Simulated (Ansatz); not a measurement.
Basis-set extrapolation for C3H4FN (`NC=C=CF`) (PBE0-D4/def2-TZVP geometry, frozen core, Ansatz). Multiplicity 1, RHF reference.

|  | def2-TZVPP | def2-QZVPP |
| --- | --- | --- |
| HF | -269.850896 | -269.862962 |
| MP2 correlation | -0.924691 | -0.994247 |
| CCSD(T) correlation | -0.989022 | not run |

Energies in hartree. Use E(X) = E(∞) + A·exp(−7.88·√X) for Hartree–Fock and E(X) = E(∞) + B·X^(−2.97) for correlation, with X = 3 and 4, and add CCSD(T) minus MP2 of the smaller set to the MP2 limit.

Task: What is the CCSD(T) energy at the basis-set limit?

Result: HF limit: -269.862962 + (-0.012066) × 0.13774 = -269.86462. MP2 limit: -0.994247 + (-0.069556) × 0.74074 = -1.04577. Higher-order term: -0.989022 − (-0.924691) = -0.06433. Total: -270.97472 hartree, 84.6 kcal/mol below CCSD(T)/def2-TZVPP.
